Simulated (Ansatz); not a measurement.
# AlCCl (quintet): from Hartree-Fock to the top rungs, cc-pVDZ

The task here is to estimate one member of a computed series from the others.

Program: Ansatz 0.2.0, Gaussian basis. Level of theory: cc-pVDZ, core rule «outside noble gas», up to 11 orbitals frozen. These are calculated values, not measurements.

Plan: UHF; CCSD(T) on ROHF; CCSD(T) on UHF; BCCD(T) on ROHF; CISD; CCSDT(Q) on ROHF; CCSDT(Q) on UHF; CASSCF and MRCISD+Q, 12 electrons in 11 orbitals; CASSCF and NEVPT2, 12 electrons in 11 orbitals.

20 further runs of the same task are left out: 8 that didn't finish, 12 set aside as unsound or not needed.

### The system

The geometry is a PBE0/def2-TZVP stationary point (not a proven minimum) of the parent state, kept for this charge and spin.

3 atoms, charge 0, spin multiplicity 5.

Atoms are counted from 1 here; the program's logs count them from 0.

Bond lengths: Al1–C2 1.945 Å, C2–Cl3 1.645 Å. Angles: Al1–C2–Cl3 180.0°.

Set-up of the first run:

The input, in.yaml:

```yaml
crystal:
  periodic: [false, false, false]
  atoms:
    - {symbol: Al, position_ang: [0.000000, 0.000000, 1.845217]}
    - {symbol: C, position_ang: [0.000000, 0.000000, -0.099904]}
    - {symbol: Cl, position_ang: [0.000000, 0.000000, -1.745313]}
basis:
  gaussian: {orbitals: cc-pVDZ}
magnetization: {spin_polarized: true, initial_magnetization: 4}
hamiltonian: {xc: hf}
output: {orbitals: {seedname: orbitals}}
```

Started as:

```sh
> ansatz run in.yaml --threads 1 --pin off --events-out ev --progress --plain --max-ram 2393MiB
```

Among the steps run: UHF; CCSD(T) on ROHF; CCSD(T) on UHF; BCCD(T) on ROHF; CISD; CCSDT(Q) on ROHF; CCSDT(Q) on UHF; CASSCF and MRCISD+Q, 12 electrons in 11 orbitals; CASSCF and NEVPT2, 12 electrons in 11 orbitals.

One table of the session follows, with a row left open; its other results are not shown here.

It belongs to the step «Misses and costs». 

| method | from UCCSDT(Q) (meV) |
| --- | --- |
| ROHF | +7901.3 |
| UHF | +7620.4 |
| RMP2 | +1059.3 |
| UMP2 | +1109.3 |
| CISD | +909.9 |
| RCCSD | +282.1 |
| UCCSD | +275.2 |
| RCCSD(T) | +49.0 |
| UCCSD(T) | +51.5 |
| BCCD(T) | +49.3 |
| RCCSDT | +20.4 |
| UCCSDT | +18.8 |
| RCCSDT(Q) | +3.5 |
| UCCSDT(Q) | 0 |
| CASSCF valence | +6169.6 |
| NEVPT2 valence | +1195.8 |
| MRCISD valence | +553.2 |
| MRCISD+Q valence | ? |

Q: Estimate the row for MRCISD+Q valence from the others.

The run gave: from UCCSDT(Q) (meV): +62.7. In the column «from UCCSDT(Q) (meV)» it lies between UCCSD(T) (+51.5) and UCCSD (+275.2).

To keep in mind: Restricted and unrestricted rows rest on different reference determinants; where their highest levels disagree by more than a few hundredths of an eV, they describe different states and don't form one ladder.
